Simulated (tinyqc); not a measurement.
Inside a calculation (part 2 of 2). Method: CCSD on RHF in the sto-3g basis, for H2F+, spin multiplicity 1. Computed by tinyqc, a small Python program that keeps every step (integrals from PySCF). Command: `OMP_NUM_THREADS=1 python tinyqc.py 28347 28348 out.jsonl` (the two numbers bound the seeds that draw the settings). One thread of a shared host (Intel(R) Xeon(R) Processor @ 2.60GHz), about 0.3 s of CPU time with the checks.

Geometry (angstrom):
```
atom         x          y         z
F     0.000000   0.000000  0.000000
H     0.000000   0.761000  0.548000
H     0.000000  -0.776000  0.559000
```

## CCSD: starting amplitudes

orbital energies (hartree): MO1 -26.652230, MO2 -2.099215, MO3 -1.233915, MO4 -1.108921, MO5 -1.066844, MO6 0.023515, MO7 0.183626

Given earlier and not repeated: Two-electron integrals over orbitals (pq|rs).

t_ij^ab = <ij||ab> / (e_i + e_j - e_a - e_b), whose energy is MP2.

Starting amplitudes (spin orbitals 1a, 1b, ...; amplitudes related by a flip of all spins are not repeated; the 24 largest):
```
from      to          t
3a 3b  7a 7b  -0.055818
3a 4b  6b 7a   0.030910
4a 4b  6a 6b  -0.029907
3a 3b  6a 6b  -0.025369
2a 3b  6a 7b  -0.020885
4a 4b  7a 7b  -0.019581
2a 2b  6a 6b  -0.019577
2a 4b  6a 6b  -0.018666
3a 4a  6a 7a   0.015986
3a 4b  6a 7b  -0.014924
5a 5b  6a 6b  -0.013070
2a 3a  6a 7a  -0.012603
2a 2b  7a 7b  -0.011983
2a 3b  6b 7a   0.008282
5a 5b  7a 7b  -0.007913
3a 4b  6a 6b   0.003423
2a 4b  7a 7b   0.003159
2a 3b  7a 7b  -0.002039
3a 4b  7a 7b  -0.001962
3a 3b  6a 7b   0.001882
2a 3b  6a 6b   0.001731
2a 4b  6b 7a   0.001397
2a 4b  6a 7b  -0.001062
2a 2b  6a 7b  -0.000635
```

correlation energy = -0.03085707 hartree

## CCSD: amplitude update 1

t_i^a D_i^a and t_ij^ab D_ij^ab are set to the remaining terms of the spin-orbital equations, evaluated with the old amplitudes; for the doubles these are <ij||ab> + 1/2 <ab||ef> t_ij^ef + 1/2 <mn||ij> t_mn^ab + P(ij)P(ab) <mb||ej> t_im^ae + terms in t^2 + terms with t1, D the orbital-energy denominators.

Amplitudes after update 1 (spin orbitals 1a, 1b, ...; amplitudes related by a flip of all spins are not repeated; the 24 largest):
```
from      to          t
3a 3b  7a 7b  -0.068890
3a 4b  6b 7a   0.037862
4a 4b  6a 6b  -0.035341
3a 3b  6a 6b  -0.032150
2a 3b  6a 7b  -0.025491
2a 4b  6a 6b  -0.024250
4a 4b  7a 7b  -0.023115
3a 4b  6a 7b  -0.021092
2a 2b  6a 6b  -0.020913
3a 4a  6a 7a   0.016770
5a 5b  6a 6b  -0.014098
2a 3a  6a 7a  -0.013020
2a 3b  6b 7a   0.012470
2a 2b  7a 7b  -0.012101
4a        6a   0.010473
3a        7a   0.008683
5a 5b  7a 7b  -0.007371
3a 4b  6a 6b   0.004464
2a        6a   0.003040
2a 3b  7a 7b  -0.002662
3a 4b  7a 7b  -0.002514
3a 3b  6a 7b   0.002262
2a 3b  6a 6b   0.002241
2a 4b  7a 7b   0.002166
```

correlation energy = -0.03727955 hartree

## CCSD: convergence

E_corr = 1/4 sum <ij||ab> t_ij^ab + 1/2 sum <ij||ab> t_i^a t_j^b; stop when the norm of the change is below 1e-8.

Course of the amplitude iterations:
```
update  correlation energy (hartree)  norm of the change
0                        -0.03085707                   -
1                        -0.03727955            5.22e-02
2                        -0.03933043            1.92e-02
3                        -0.04050189            7.73e-03
4                        -0.04049657            9.62e-04
5                        -0.04049863            1.48e-04
6                        -0.04049886            1.24e-05
7                        -0.04049887            4.02e-06
8                        -0.04049886            7.08e-07
9                        -0.04049886            9.29e-08
10                       -0.04049886            2.11e-08
11                       -0.04049886            5.10e-09
```

Converged amplitudes (spin orbitals 1a, 1b, ...; amplitudes related by a flip of all spins are not repeated; the 24 largest):
```
from      to          t
3a 3b  7a 7b  -0.075295
3a 4b  6b 7a   0.042030
4a 4b  6a 6b  -0.040515
3a 3b  6a 6b  -0.035500
2a 4b  6a 6b  -0.027118
2a 3b  6a 7b  -0.026695
3a 4b  6a 7b  -0.026363
4a 4b  7a 7b  -0.025599
2a 2b  6a 6b  -0.021638
4a        6a   0.019783
3a 4a  6a 7a   0.015667
2a 3b  6b 7a   0.014819
5a 5b  6a 6b  -0.014469
3a        7a   0.012217
2a 2b  7a 7b  -0.011953
2a 3a  6a 7a  -0.011876
5a 5b  7a 7b  -0.006769
3a 4b  6a 6b   0.005206
2a        6a   0.003872
2a 3b  7a 7b  -0.002917
3a 4b  7a 7b  -0.002903
3a 3b  6a 7b   0.002484
2a 3b  6a 6b   0.002461
2a 4b  6b 7a   0.001678
```

CCSD total energy = -98.90224532 hartree

T1 diagnostic, norm of the one-spin t1 over sqrt(correlated electrons) = 0.007464

Converged in 11 updates, with DIIS from the third.
